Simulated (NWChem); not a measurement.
A series in which one site is exchanged, each optimised at PBE0/def2-SVP with NWChem, gas phase unless a solvent is named. 

A: [GeH3][CH3] (CH6Ge; site = Ge)
B: CC (C₂H₆; site = C)
C: C[SiH3] (CH$_{6}$Si; site = Si)

Rank them by lowest singlet excitation, PBE0/def2-SVPD, TDA (eV), lowest first.

A (8.16), C (8.47), B (9.08)
